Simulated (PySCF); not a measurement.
Gas-phase reaction: 2 SiHCl2 + SiCl3OH + SiO2 ⇌ SiH3Cl + 3 SiOCl2

Method: PySCF energies plus ideal-gas RRHO corrections (1 bar). † marks an energy on the PBE0/def2-TZVP geometry and frequencies; other levels use their own. CCSD(T) freezes the core. Open shells (unrestricted): SiHCl2 (multiplicity 2); the rest are closed-shell singlets. SiHCl2, SiCl3OH, SiOCl2: computed as isolated molecules; such fragments, hydroxides, amides, oligomers or adducts are transient or little studied in the gas. CCSD(T) isn't extrapolated to the basis-set limit. Warning, large T1 diagnostic: SiO2 (CCSD(T)/def2-SVP†, CCSD(T)/def2-TZVPP†).

```csv
level,"ΔH°(298 K), kJ"
BLYP/def2-TZVP†,(withheld)
CCSD(T)/def2-SVP†,-86
CCSD(T)/def2-TZVPP†,(withheld)
HF/def2-TZVP†,(withheld)
M06-2X/def2-TZVP†,-76
PBE0/def2-QZVP†,(withheld)
PBE0/def2-SVP†,-59
PBE0/def2-TZVP,-84
LDA/def2-TZVP†,-105
```

**Question.** What belongs in the gaps?

**Answer.** 
- BLYP/def2-TZVP†, ΔH°(298 K), kJ: -116
- CCSD(T)/def2-TZVPP†, ΔH°(298 K), kJ: -107
- HF/def2-TZVP†, ΔH°(298 K), kJ: -24
- PBE0/def2-QZVP†, ΔH°(298 K), kJ: -82
